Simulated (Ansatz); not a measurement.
System: HLi2, doublet: collinear Li-H-Li surface. Scanned: Li-H distance and H-Li distance.

Computed with UHF/cc-pVDZ in Ansatz (a first-principles code).

Energy in kJ/mol above the lowest grid point; x is the Li-H distance (Å), y the H-Li distance (Å).

| y \ x | 1.36 | 1.44 | 1.59 | 1.71 | 1.84 | 2 | 2.19 | 2.37 | 2.66 | 3.03 | 3.38 | 4.09 | 4.64 |
|---|---|---|---|---|---|---|---|---|---|---|---|---|---|
| 4.64 | 77.8 | 61.9 | 50.2 | 52.3 | 62.0 | 80.4 | 107.5 | 133.9 | 160.3 | 176.2 | 183.1 | 188.0 | 189.0 |
| 3.86 | 73.8 | 57.9 | 46.1 | 48.1 | 57.7 | 76.0 | 102.7 | 129.8 | 158.0 | 174.4 | 181.3 | 186.1 | 187.1 |
| 3.43 | 69.2 | 53.3 | 41.4 | 43.4 | 52.9 | 71.0 | 97.5 | 124.5 | 154.7 | 171.2 | 178.0 | 182.8 | 183.7 |
| 2.98 | 61.1 | 45.1 | 33.1 | 35.0 | 44.3 | 62.1 | 88.1 | 114.6 | 146.8 | 162.9 | 169.2 | 173.7 | 174.7 |
| 2.60 | 50.3 | 34.4 | 22.2 | 24.0 | 33.0 | 50.5 | 75.9 | 101.5 | 130.5 | 143.4 | 149.6 | 154.8 | 156.2 |
| 2.39 | 42.9 | 27.0 | 14.9 | 16.5 | 25.4 | 42.6 | 67.5 | 91.7 | 106.7 | 118.9 | 126.5 | 134.1 | 136.4 |
| 2.22 | 36.5 | 20.7 | 8.7 | 10.2 | 19.0 | 36.0 | 60.1 | 70.8 | 82.4 | 93.8 | 101.1 | 109.1 | 112.0 |
| 2.03 | 30.2 | 14.5 | 2.6 | 4.2 | 12.8 | 29.3 | 38.5 | 45.6 | 56.4 | 67.2 | 74.1 | 81.7 | 84.4 |
| 1.89 | 27.2 | 11.7 | 0.0 | 1.6 | 10.2 | 16.7 | 22.7 | 29.5 | 40.0 | 50.4 | 57.2 | 64.5 | 67.1 |
| 1.71 | 28.5 | 13.2 | 1.9 | 3.6 | 1.4 | 3.4 | 9.2 | 15.7 | 25.9 | 36.1 | 42.7 | 49.8 | 52.3 |
| 1.57 | 36.8 | 21.8 | 9.5 | 2.4 | 0.3 | 2.4 | 8.2 | 14.7 | 24.8 | 34.8 | 41.2 | 48.2 | 50.7 |
| 1.45 | 52.6 | 37.8 | 18.6 | 11.8 | 10.0 | 12.3 | 18.2 | 24.8 | 34.8 | 44.8 | 51.1 | 58.0 | 60.5 |
| 1.36 | 72.2 | 54.4 | 35.0 | 28.5 | 26.9 | 29.4 | 35.4 | 42.1 | 52.3 | 62.2 | 68.5 | 75.4 | 77.8 |

Points that lie below all their neighbours on the grid: x = 1.59, y = 1.89 (0.0 kJ/mol); x = 1.84, y = 1.57 (0.3 kJ/mol). The lowest path on the grid from the first to the second passes x = 1.71, y = 1.89 at 1.6 kJ/mol.
